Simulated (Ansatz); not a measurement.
Two structures of SiH5SO, doublet, reached by relaxing down either side of one saddle point (PBE0-D4/def2-TZVP). Energies are electronic, without zero-point energy. Computed with Ansatz 0.2.0 (basis: def2-TZVPP and def2-QZVPP); correlated methods freeze the cores; orbitals are unrestricted. Extrapolation: Hartree–Fock as exp(−7.88 √X), correlation as X^−2.97. First:

H1  (0.676, 0.282, 0.973)
Si2  (0.621, 0.381, -0.546)
O3  (-0.809, 0.999, -1.052)
S4  (-1.077, -0.725, 1.825)
H5  (1.675, 1.323, -0.992)
H6  (0.893, -0.988, -1.056)
H7  (-1.582, 0.573, -0.671)
H8  (-0.398, -1.844, 1.519)
(Å)

Second:

H1  (-0.282, -0.372, 2.470)
Si2  (1.043, 0.767, -1.087)
O3  (-0.560, 1.052, -0.854)
S4  (-1.347, -0.836, 1.798)
H5  (1.384, 1.319, -2.427)
H6  (1.350, -0.700, -1.044)
H7  (-0.955, 0.598, -0.096)
H8  (-0.634, -1.828, 1.240)
(Å)

Question: Which bonds change from the first to the second?

Answer: SiH₄O ([OH][SiH3]) + HS → SiH₃O ([OH][SiH2]) + H₂S; bonds formed: H1–S4; bonds broken: H1–Si2.

Question: Give the saddle point's structure and its height above each. (Judge from chemistry; the value comes from the calculation.)

Answer: Computed: 25.2 kJ/mol above the first and 28.5 kJ/mol above the second (CCSD(T) at an estimated basis limit (MP2 extrapolated from triple and quadruple zeta, plus CCSD(T) − MP2 in triple zeta)).
H1  (0.250, -0.020, 1.083)
Si2  (0.655, 0.395, -0.636)
O3  (-0.775, 1.021, -1.135)
S4  (-0.829, -0.616, 1.995)
H5  (1.706, 1.398, -0.936)
H6  (0.970, -0.933, -1.235)
H7  (-1.561, 0.598, -0.778)
H8  (-0.415, -1.843, 1.641)
(Å)

No T1 diagnostic of these runs exceeds 0.016. ⟨S²⟩ of the unrestricted Hartree–Fock references: 0.75 to 0.79 (a pure state has 0.75).

Radical steps of this kind take place in plasma deposition and etching.

Labels in which every atom is bracketed show which atoms are joined, not bond orders.

For scale, one of the runs: CCSD(T)/def2-TZVPP, 185 basis functions (an equivalent command: `ansatz run in.yaml --threads 4`). Hardware: 4 CPU threads, shared host. Wall time 37 s; peak host memory 4.7 GiB.
